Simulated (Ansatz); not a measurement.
**C₄H₃F: how energies converge with the basis set**

An exercise on one series of results from a longer session: the logs are not shown, and one member is left open.

Computed with Ansatz 0.2.0, Gaussian basis. Level: one geometry, several basis sets.

Levels to be run: PBE0-D4/def2-SVP; ωB97M-V/def2-SVP; PBE0-D4/def2-QZVPP; ωB97M-V/def2-QZVPP; the functionals' def2-TZVPP values are taken from earlier runs.

## The geometry

An earlier PBE0-D4 in a triple-zeta def2 set relaxation fixed the geometry.

8 atoms, charge 0, spin multiplicity 1.

Atoms are counted from 1 here; the program's logs count them from 0.

Bond lengths: C1–C2 1.203 Å, C1–H6 1.064 Å, C2–C3 1.413 Å, C3–C4 1.328 Å, C3–H7 1.086 Å, C4–F5 1.329 Å, C4–H8 1.084 Å. Angles: C2–C1–H6 179.7°, C1–C2–C3 178.5°, C2–C3–C4 122.2°, C2–C3–H7 118.7°, C4–C3–H7 119.1°, C3–C4–F5 121.3°, C3–C4–H8 125.5°, F5–C4–H8 113.2°.

Set-up of the first run:

Input file in.yaml:

```yaml
crystal:
  periodic: [false, false, false]
  atoms:
    - {symbol: C, position_ang: [-0.008512, 1.593949, 1.418754]}
    - {symbol: C, position_ang: [-0.088679, 0.842407, 0.483186]}
    - {symbol: C, position_ang: [-0.198453, -0.012602, -0.636665]}
    - {symbol: C, position_ang: [0.207093, -1.276665, -0.603260]}
    - {symbol: F, position_ang: [0.095501, -2.065584, -1.666782]}
    - {symbol: H, position_ang: [0.064675, 2.254692, 2.249708]}
    - {symbol: H, position_ang: [-0.629000, 0.379847, -1.552969]}
    - {symbol: H, position_ang: [0.649476, -1.773245, 0.252228]}
basis:
  gaussian: {orbitals: def2-SVP}
hamiltonian: {xc: pbe0, dispersion: d4}
output: {orbitals: {seedname: orbitals}}
```

Started as:

```console
$ ansatz run in.yaml --threads 2 --pin off --events-out ev --progress --plain --max-ram 4352MiB
```

Steps of the session up to this table: PBE0-D4 in def2-SVP; ωB97M-V in def2-SVP; PBE0-D4 in def2-QZVPP; ωB97M-V in def2-QZVPP.

One table of the session follows, with a row left open; its other results are not shown here.

It belongs to the step «Functionals by basis». 

```
functional       basis  HOMO (eV)
   PBE0-D4    def2-SVP      -7.04
   PBE0-D4  def2-TZVPP      -7.12
   PBE0-D4  def2-QZVPP      -7.14
   ωB97M-V    def2-SVP      -9.14
   ωB97M-V  def2-TZVPP          ?
   ωB97M-V  def2-QZVPP      -9.26
```

Q: Estimate the row for ωB97M-V, def2-TZVPP from the others.

As computed: HOMO (eV): -9.23. In the column «HOMO (eV)» it lies between ωB97M-V, def2-QZVPP (-9.26) and ωB97M-V, def2-SVP (-9.14).
